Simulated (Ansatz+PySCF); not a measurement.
Values are calculated unless marked as measured or tabulated.
# Several solutions for singlet CHO₂(-)

```xyz
4

C     0.0000    0.0000   -0.3298
O     0.0000    1.2225    0.2231
O     0.0000   -1.2225    0.2231
H     0.0000    0.0000   -1.5909
```

Basis set: def2-SVP (spherical functions). Charge -1, multiplicity 1.

CASSCF(4,3) was run from several starts with Ansatz (development build ahead of 0.2.0) and PySCF 2.14.0. The starts are those of the Hartree–Fock orbitals from which the active space was taken at the frontier.

| run | program | start | converged | energy (hartree) | <S²> |
| --- | --- | --- | --- | --- | --- |
| A | PySCF | program defaults | yes | -188.01305 | 0.00 |
| B | Ansatz | atomic start, no search | yes | -188.01275 | 0.00 |
| C | Ansatz | search for the lowest state | yes | -188.01869 | 0.00 |
| D | Ansatz | stability test followed | yes | -188.01305 | 0.00 |

Problem. Which runs reached the lowest solution of this kind, and what is wrong with the others?

Solution. C reached the lowest solution found. Converged but too high: A by 0.15 eV, B by 0.16 eV, D by 0.15 eV. Convergence only shows a stationary point; in CASSCF the end hangs on which orbitals enter the active space. Caution: no diffuse functions for an anion. Caution: other starts end on other solutions of this active space.
